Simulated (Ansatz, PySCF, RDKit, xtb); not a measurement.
# Which structure has the formula CH2FSi+?

Task: start from the formula CH2FSi+ (charge +1), draw up candidate structures, narrow them down in stages, and characterise the one that lies lowest at 400 K.

Plan: many cheap relaxations first (GFN2-xTB), then density-functional screening, relaxation at B3LYP-D3(BJ)/def2-SVP, vibrations and a final energy. The numbers are computed, not measured.

4 further runs of the same task are left out: 4 set aside as unsound or not needed.

## (1) Possible bonding patterns

All bonding patterns within simple valence rules are listed by program: one Lewis structure each, at most two rings and one unusual centre or charged pair. O–O, O–halogen and N–halogen bonds and N–N–N chains are not drawn. That gives 4 candidates.

```tsv
label	SMILES	spin
c759	FC=[SiH+]	singlet
c812	F[C+]=[SiH2]	singlet
c844	[CH+]=[SiH]F	singlet
c942	C=[Si+]F	singlet
```

Candidates are built by distance geometry, with a force field where one applies, in up to four conformers (letters a to d). 16 starts with atoms placed at random are added, to find patterns that the rules miss.

**Question.** With final energies at CCSD(T)/def2-TZVPP, which structure will this search put lowest in free energy, and by what margin?

| quantity | value |
| --- | --- |
| lowest structure found | C=[Si+]F, singlet, Cs |
| next finalist | [CH2]1[F][Si]1 ‡, singlet, 8.6 kcal/mol higher in G |
| share at equilibrium, among the finalists | 100.0 % |
| harmonic wavenumbers, lowest and highest (B3LYP-D3(BJ)/def2-SVP) | 181 and 3150 cm⁻¹ |
| rotational constants, same geometry | 1.687, 0.2105, 0.1945 cm⁻¹ |
| HOMO energy (PBE0/def2-TZVPD) | -14.36 eV |
| LUMO energy (PBE0/def2-TZVPD) | -10.76 eV |
| HOMO–LUMO gap (PBE0/def2-TZVPD) | 3.60 eV |
| lowest excitation (TD-PBE0/def2-SVPD) | 2.78 eV (f = 0.068) |
| strongest of the states computed, same level | 7.95 eV (f = 0.131) |
| lowest triplet excitation, same level, Tamm-Dancoff | 0.47 eV |
| vertical ionisation energy | 16.78 eV |
| vertical recombination energy (electron added) | 8.53 eV |
| vertical triplet less singlet | +0.42 eV |

`C=[Si+]F` comes out lowest. Among the finalists first place is clear (8.6 kcal/mol); structures outside the list aren't covered. MP2/def2-TZVPP already puts its bonding pattern lowest among the structures in one piece; B3LYP-D3(BJ)/def2-SVP favours the singlet [CH2]1[F][Si]1 ‡; HF/def2-TZVPP favours the triplet [CH+]=[SiH]F. A large T1 diagnostic among the finalists warns that one reference determinant may not suffice. It concerns: the winner. The stability test flags a direction of broken symmetry, so one determinant of this kind may describe the structure poorly. The search is not exhaustive (a finite list of starts, one conformer a finalist), so a lower isomer can't be ruled out.

‡ marks the bonded skeleton alone, with all bonds drawn single: no Lewis structure was assigned that passes a check against the bond lengths.
